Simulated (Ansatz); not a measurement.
Geometry optimisation, RKS PBE0-D4/def2-SVP in Ansatz.

input.yaml

```yaml
crystal:
  periodic: [false, false, false]
  atoms:
    - { symbol: Al, position_ang: [-0.883636, 0.638595, 1.017011] }
    - { symbol: H, position_ang: [1.787915, -0.028407, 1.235243] }
    - { symbol: "N", position_ang: [2.015232, -0.203061, 0.239556] }
    - { symbol: H, position_ang: [1.427552, -0.959136, -0.108968] }
    - { symbol: H, position_ang: [1.818456, 0.642667, -0.293585] }
    - { symbol: C, position_ang: [-1.351477, 0.071751, -0.846139] }
    - { symbol: H, position_ang: [-1.247172, -1.025968, -0.975081] }
    - { symbol: H, position_ang: [-2.40784, 0.314322, -1.079716] }
    - { symbol: H, position_ang: [-0.73173, 0.549237, -1.629821] }
basis:
  gaussian: { orbitals: def2-SVP }
hamiltonian:
  xc: pbe0
  dispersion: d4
relax:
  f_tol: 0.03
  max_steps: 50
output:
  orbitals: {}
```

Command:

```bash
$ ansatz run input.yaml --threads 1 --pin off --max-ram 2048MiB --backend cpu --events-out ev --progress --plain --runs-dir out
```

**Question.** Where does it end, and by what steps?

**Answer.** It converged. After 6 steps the energy has fallen by 0.019 eV; H4 moved furthest, 0.23 Å.

```tsv
step	energy less start (eV)	largest force component (eV/Å)	accepted
0	0.0000	0.693	yes
1	0.0183	1.271	no
2	-0.0060	0.489	yes
3	-0.0105	0.492	yes
4	-0.0121	0.420	yes
5	-0.0162	0.157	yes
6	-0.0189	0.015	yes
```

```xyz
9
Properties=species:S:1:pos:R:3
Al -0.783 0.711 0.973
H 1.838 -0.144 1.238
N 1.893 -0.196 0.227
H 1.231 -0.856 -0.166
H 1.803 0.721 -0.198
C -1.297 0.043 -0.847
H -1.182 -1.054 -0.953
H -2.361 0.265 -1.053
H -0.713 0.509 -1.663
```

Whether the end is a true minimum wasn't checked by a vibrational analysis.

Run time: 18 s on 1 thread of Arm Neoverse V1, with other jobs on the host, peak memory 0.14 GiB.
